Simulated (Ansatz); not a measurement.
Species: C2H3, SMILES `[CH]=C` (charge 0, multiplicity 2).

Task: Give a relaxed geometry from PBE0-D3(BJ)/def2-TZVP in Ansatz (an electronic-structure program).

Result: the end point of this relaxation (outside a Z-matrix the atoms follow the SMILES, hydrogens last).
Z-matrix (Å, degrees):
```
C
C 1 1.3014
H 2 1.0799 1 138.34
H 1 1.0876 2 122.10 3 179.96
H 1 1.0926 4 116.19 2 -179.97
```
